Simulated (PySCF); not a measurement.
## TDDFT excited states: CH5BS

Species: BH2(SMe), CH5BS.
SMILES: `BSC`

Method used: TDDFT CAM-B3LYP/def2-SVPD, vertical, gas phase, core orbitals frozen in the response (PySCF). The structure is a single PBE0-D3(BJ)/def2-SVP conformer in the gas phase; no vibrational or solvent corrections.

```tsv
state	E (eV)	E (kJ/mol)	λ (nm)	f	main configurations (H = HOMO, L = LUMO)
S1	6.10	589	203.1	0.0039	H-1→L (93%)
S2	6.17	595	201.0	0.165	H→L (92%)
S3	6.75	652	183.5	0.0009	H-2→L (90%)
S4	7.06	681	175.7	0.0001	H→L+1 (45%), H→L+2 (32%)
S5	7.46	719	166.3	0.059	H→L+1 (43%), H→L+2 (39%), H→L+5 (10%)
S6	8.22	793	150.8	0.0059	H→L+3 (84%)
S7	8.23	794	150.6	0.074	H-1→L+1 (71%), H-1→L+2 (11%)
S8	8.42	812	147.3	0.063	H→L+4 (66%), H-1→L+2 (17%)
S9	8.47	817	146.3	0.0088	H-1→L+2 (45%), H→L+4 (30%)
S10	8.55	825	145.0	0.0032	H-3→L (45%), H→L+6 (25%), H→L+5 (19%)
```

Triplets, Tamm–Dancoff:

```tsv
state	E (eV)	λ (nm)	main configurations (H = HOMO, L = LUMO)
T1	4.49	275.9	H→L (97%)
T2	5.54	223.9	H-1→L (93%)
T3	6.18	200.5	H-2→L (93%)
T4	6.56	189.1	H→L+2 (36%), H→L+1 (32%), H→L+5 (11%)
```

The lowest singlet lies at 6.10 eV (203 nm, ultraviolet) and is very weak; its leading configuration is HOMO-1→LUMO (93%). The strongest level in the table is S2 at 6.17 eV (201 nm, f = 0.165). Löwdin shares by element: HOMO sulfur 64%, boron 17%, carbon 11%; LUMO boron 49%, sulfur 28%, hydrogen 19% or more. Of the 10 states listed, 4 reach f = 0.01 and 1 stays under 0.0005. Weighted by f, the mean energy of these states is 7.23 eV. The oscillator strengths of these states sum to 0.384; summed over the whole spectrum of an exact calculation they would give the number of electrons, 32 (Thomas–Reiche–Kuhn). Only the lowest 10 singlets were computed, as vertical energies without vibronic structure.

The run took 5.2 s on one thread, Arm Neoverse V1, on a shared host.
